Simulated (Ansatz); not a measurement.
We consider zinc-blende HgTe, described by r²SCAN-D4 (Ansatz, a program for electronic structure, plane waves, PAW).

Settings: plane-wave cutoff 560 eV, 10×10×10 k mesh, Fermi–Dirac smearing 0.01 eV, scalar-relativistic PAW data made under PBE.

Results at a series of volumes:

```tsv
V (Å³/atom)	E − E_lowest (meV/atom)	P (GPa)
32.923	18.69	3.03
33.624	7.96	1.90
34.324	1.91	0.89
35.025	0.00	0.00
35.725	1.76	-0.79
36.426	6.77	-1.49
37.126	14.66	-2.11
```

Task: Estimate the bulk modulus from the pressures at 34.324 and 35.725 Å³/atom, and compare it with a fit to all energies.

Result: B = −V dP/dV. Between V = 34.324 and 35.725 Å³/atom, dP/dV = (-0.79 − (0.89))/(35.725 − 34.324) = -1.20 GPa per Å³/atom; at the midpoint 35.025 Å³/atom this gives B ≈ 42.0 GPa. The third-order Birch–Murnaghan fit gives V0 = 35.025 Å³/atom, B0 = 41.9 GPa, B′ = 5.1, which lies within 1 % of that estimate.

Measured, for comparison: bulk modulus 42.3 GPa (temperature not stated, no zero-point or thermal correction; as tabulated in Toher et al. (2017), arXiv:1611.05714); equilibrium volume per atom 33.70 Å³/atom (room temperature, no zero-point or thermal correction; as tabulated in Cava et al. (2013), arXiv:1302.1059). Computed (rounded) less measured: bulk modulus -0.9 %, equilibrium volume per atom +3.9 %.

Spin–orbit coupling is not included; it can open a gap where bands touch, and shift volumes and moduli.

Computing time: roughly 2.3 core-minutes.
